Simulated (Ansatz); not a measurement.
# fcc Pb

Level of theory: PBEsol (Ansatz, a first-principles code, PAW).

Numerical settings: plane-wave cutoff 500 eV, 6×16×1 k mesh (along the axes of the cell as run), Fermi–Dirac smearing 0.1 eV, scalar-relativistic PAW data made under PBE.

Cell: relaxed at this level.

* **surface energy of the (221) face**: 0.42 J/m²
* **work function of the (221) face**: 3.81 eV

The slab of 18 atoms is relaxed and unreconstructed.

Spin–orbit coupling is not included; it can shift volumes and moduli of such heavy elements.

The computed numbers hold no vibrational or temperature effects.

Cost on a shared machine: about 2.0 core-hours (a rough figure).
